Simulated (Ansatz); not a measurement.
Cartesian coordinates (Å):
```xyz
2

O      0.4883     0.0000     0.0000
H     -0.4883     0.0000     0.0000
```
Charge 0, spin multiplicity 2.

These are Ansatz (a quantum-chemistry and plane-wave program) with frozen-core CCSD(T)/def2-TZVPP // B3LYP-D3(BJ)/def2-TZVP values and carry that method's errors.

| Property | Result |
|---|---|
| HF energy | -75.42353 Ha |
| MP2 correlation energy | -0.19882 Ha |

Q: Estimate the CCSD correlation energy, the (T) correction, the total energy and the T1 diagnostic.

A: 
```json
{
  "CCSD correlation energy": "-0.21288 Ha",
  "(T) correction": "-0.00507 Ha",
  "CCSD(T) total energy": "-75.64148 Ha",
  "T1 diagnostic": "0.008"
}
```
